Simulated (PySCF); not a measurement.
Computed NMR parameters against published values

Bonds (- single, = double, # triple, : aromatic): C1-C2 1.522 Å, C2-C3 1.521 Å, C3-N4 1.358 Å, C3=O5 1.208 Å. C1 carries H6, H7, H8; C2 carries H9, H10; N4 carries H11, H12. H12 is cis to the C=O or C=S heteroatom; H11 is trans to the C=O or C=S heteroatom.

The experiment to reproduce: δ ¹³C C2 29.0; C1 9.7; δ ¹H H9/H10 2.23; H6/H7/H8 1.13 ppm (measured; solution, not stated per compound (mostly CDCl3 or CCl4); Pretsch, Buehlmann, Badertscher, Structure Determination of Organic Compounds, 4th ed. (2009)).

[PySCF 2.14.0 with density-fitted response routines: GFN2-xTB geometry; shielding tensors at PBE0/pcSseg-1 (GIAO); no solvent model; non-relativistic; a single conformation; equivalent nuclei averaged]

Q: What does the calculation give, and how does it compare?

A: 
Reference values: measured (solution, not stated per compound (mostly CDCl3 or CCl4); Pretsch, Buehlmann, Badertscher, Structure Determination of Organic Compounds, 4th ed. (2009)).
```tsv
atoms	quantity	reference	computed	computed, scaled
C2	δ ¹³C	29.0	29.4	26.5
C1	δ ¹³C	9.7	10.2	7.7
H9/H10	δ ¹H	2.23	2.05	2.02
H6/H7/H8	δ ¹H	1.13	1.12	1.15
```

Computed shifts are σ(ref) − σ with the named reference compound (TMS for H and C) calculated as an isolated molecule at the same level. The measured values may be among those fitted. Expected solution values come from regression of measured δ (H and C: mostly CDCl3, vs TMS) on computed σ: ¹³C: δ = 179.97 − 0.974σ (rms 2.1 ppm, 958 shifts, 2.3 ppm with the 13 outliers that the fit left out); ¹H: δ = 30.01 − 0.943σ (rms 0.17 ppm, 504 shifts, 0.18 ppm with the 4 outliers that the fit left out). A few per cent of atoms miss by over 2 rms, more outside the fitted compound classes. H not on carbon is unscaled (vs computed TMS).

Q: How far are the unscaled ¹³C shifts from the references?

A: Mean signed difference +0.45 ppm, mean absolute 0.45 ppm over 2 comparisons; the largest is +0.5 ppm at C1 (methyl carbon).

Q: How far are the unscaled ¹H shifts from the references?

A: Mean signed difference -0.09 ppm, mean absolute 0.09 ppm over 2 comparisons; the largest is -0.18 ppm at H9/H10 (hydrogen on an sp3 CH2 α to a carbonyl).
